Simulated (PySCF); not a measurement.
Compound: nitrosyl fluoride, FNO.
SMILES: `O=NF`

Method used: PBE0-D3(BJ)/def2-SVP geometry optimisation, gas phase (PySCF 2.14.0).

Take the most abundant isotopes and a rigid rotor. 

Task: What are A, B and C (MHz)?

Result: Ia = 5.09, Ib = 40.53, Ic = 45.62 u·Å²; 505379 MHz·u·Å²/I gives A = 99265, B = 12469, C = 11078 MHz.

Task: Classify the top.

Result: A near-prolate asymmetric top: κ = (2 × 12469 − 99265 − 11078)/(99265 − 11078) = -0.97.

Task: List the rotational levels J(Ka,Kc) to J = 5 (MHz).

Result: Above 0(0,0):
J = 1: 1(0,1) 23547, 1(1,1) 110343, 1(1,0) 111734
J = 2: 2(0,2) 70625, 2(1,2) 156046, 2(1,1) 160221, 2(2,1) 420607, 2(2,0) 420623
J = 3: 3(0,3) 141201, 3(1,3) 224590, 3(1,2) 232939, 3(2,2) 491249, 3(2,1) 491332, 3(3,1) 928715, 3(3,0) 928715
J = 4: 4(0,4) 235224, 4(1,4) 315963, 4(1,3) 329878, 4(2,3) 585425, 4(2,2) 585674, 4(3,2) 1022937, 4(3,1) 1022938, 4(4,1) 1635345, 4(4,0) 1635345
J = 5: 5(0,5) 352630, 5(1,5) 430150, 5(1,4) 451020, 5(2,4) 703125, 5(2,3) 703705, 5(3,3) 1140730, 5(3,2) 1140733, 5(4,2) 1753119, 5(4,1) 1753119, 5(5,1) 2540505, 5(5,0) 2540505
The levels of one J sum to (2J + 1)J(J + 1)(A + B + C)/3.

Task: Which types of transition are allowed, and where do some lines up to J = 4 fall?

Result: The dipole components are |μa| = 0.95 D, |μb| = 0.25 D, |μc| = 0.00 D; the mirror of this Cs structure is the ab plane, so μc vanishes by symmetry and there are no c-type lines. Intensities carry the squares of the components, which stand as 1.00 : 0.07 (a : b). Some lines, for components of 0.1 D or more:

| type | branch | J(Ka,Kc) | MHz | lower level (cm⁻¹) |
| --- | --- | --- | --- | --- |
| a | Q | 1(1,0) ← 1(1,1) | 1392 | 3.681 |
| a | Q | 2(1,1) ← 2(1,2) | 4175 | 5.205 |
| a | Q | 3(1,2) ← 3(1,3) | 8349 | 7.492 |
| a | R | 2(1,2) ← 1(1,1) | 45703 | 3.681 |
| a | R | 2(0,2) ← 1(0,1) | 47078 | 0.785 |
| a | R | 3(2,2) ← 2(2,1) | 70642 | 14.030 |
| a | R | 3(2,1) ← 2(2,0) | 70708 | 14.030 |
| a | R | 4(1,4) ← 3(1,3) | 91373 | 7.492 |
| a | R | 4(0,4) ← 3(0,3) | 94023 | 4.710 |
| a | R | 4(2,3) ← 3(2,2) | 94176 | 16.386 |
| a | R | 4(2,2) ← 3(2,1) | 94342 | 16.389 |
| b | R | 2(1,2) ← 1(0,1) | 132498 | 0.785 |
| b | Q | 4(2,2) ← 4(1,3) | 255796 | 11.004 |
| b | Q | 3(2,1) ← 3(1,2) | 258392 | 7.770 |
| b | R | 2(2,0) ← 1(1,1) | 310281 | 3.681 |
| b | R | 3(2,2) ← 2(1,1) | 331028 | 5.344 |
| b | R | 3(2,1) ← 2(1,2) | 335286 | 5.205 |
| b | R | 4(2,3) ← 3(1,2) | 352486 | 7.770 |
| b | Q | 4(3,1) ← 4(2,2) | 437264 | 19.536 |
| b | Q | 3(3,0) ← 3(2,1) | 437383 | 16.389 |
| b | Q | 3(3,1) ← 3(2,2) | 437466 | 16.386 |
| b | Q | 4(3,2) ← 4(2,3) | 437512 | 19.528 |
| b | R | 3(3,1) ← 2(2,0) | 508092 | 14.030 |
| b | R | 3(3,0) ← 2(2,1) | 508108 | 14.030 |
| b | R | 4(3,2) ← 3(2,1) | 531605 | 16.389 |

Task: Estimate the classical rotational partition function at 25 K and 100 K.

Result: Point group Cs, symmetry number σ = 1; q = (√π/σ)·√((kT/h)³/(ABC)), k/h = 20836.6 MHz/K: 180 at 25 K, 1440 at 100 K.

Not checked by PBE0-D3(BJ)/def2-SVP frequencies. These are rigid-rotor constants of the computed structure; measured ground-state constants (B0) also hold zero-point vibration. Quadrupole hyperfine structure (14N) is left out.
